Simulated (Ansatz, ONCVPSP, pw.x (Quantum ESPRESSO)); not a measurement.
**From atom to crystal: ONCV potential for copper**

| Property | Result |
| --- | --- |
| Element | copper |
| Generator | ONCVPSP 4.0.1.1 (patched build) |
| Type | optimised norm-conserving Vanderbilt (ONCV) |
| Functional | PBE |
| Relativity | scalar-relativistic |
| Frozen core | [Ne] 3s2 |
| Valence charge | 17 |
| Reference configuration | 3p6 3d10 4s1 |
| Partial waves | 4s: rc 2.50 bohr, ncon 4, nbas 7, qcut 2.6 1/bohr, 2 projectors, debl 2 Ha; 3p: rc 1.10 bohr, ncon 4, nbas 8, qcut 14.2 1/bohr, 3 projectors, debl 2 Ha; 3d: rc 1.40 bohr, ncon 3, nbas 6, qcut 11.6 1/bohr, 1 projector |
| Local potential | polynomial inside 0.80 bohr (lpopt 3, dvloc0 2 Ha) |
| Core correction | Teter function, fcfact 3.25, rcfact 1.55 |

In the p channel the program set the typed energies aside and used -2.651, 0.250, 2.250 Ha.

Atomic tests: cutoffs needed: 53 Ha and 59 Ha (the cutoffs (Ha) at which the residual kinetic energy of the hardest occupied pseudo-wave falls to 1 and 0.1 mHa per electron); ghost test: ghosts flagged at negative energy: s at -25.1 eV; no localised positive-energy state flagged; a true bound ghost makes a file unfit for plane-wave use; configuration tests: 1 of 4 tests not solved or not reliable.

Crystal test: fcc Cu in pw.x 7.5, no spin, 15³ k-points, Fermi–Dirac smearing 0.01 Ry, cutoffs 140/560 Ry. The reference is all-electron LAPW (Ansatz 0.2.0) with the same functional, mesh and smearing; V0 and B0 come from Birch–Murnaghan fits to the pressures at five volumes. Errors are pseudo minus all-electron; Δ is the rms difference of the E(V) curves that follow from these fits, minima aligned, over ±6 % about the mean V0. Mesh and smearing are coarse, so the numbers serve the comparison and aren't converged zero-temperature values; the lattice is a test structure that the element need not adopt.

| V (Å³/atom) | P all-electron (GPa) | P pseudo (GPa) |
| --- | --- | --- |
| 11.403 | 7.47 | -34.66 |
| 11.703 | 3.14 | -37.77 |
| 12.003 | -0.58 | -40.20 |
| 12.303 | -3.78 | -42.01 |
| 12.603 | -6.53 | -43.19 |

All-electron: a0 = 3.629 Å (V0 = 11.95 Å³/atom), B0 = 140.8 GPa.

Pseudopotential: mean pressure error (GPa): -39.51. The pressure does not cross zero within the volumes sampled, so no fit is given. This is a poor potential for the solid. Note: ghosts flagged at negative energy: s at -25.1 eV; no localised positive-energy state flagged. A true bound ghost makes a file unfit for plane-wave use. Atomic configuration tests: 1 of 4 tests not solved or not reliable.

Task: At the middle volume, how do free energy and pressure move when the wave cutoff is lowered (ecutrho kept at four times it)?

Result:

```csv
cutoff (Ry),shift of F (meV/atom),shift of P (GPa)
63,+27875.8,-1396.98
84,+2974.7,-278.83
112,+47.8,-4.95
```

The run at the middle volume (120 k-points, 13 iterations) took about 32 s on one core of a shared host (AMD EPYC 9R45 96-Core Processor, 96 threads, 376 GiB, load 22).
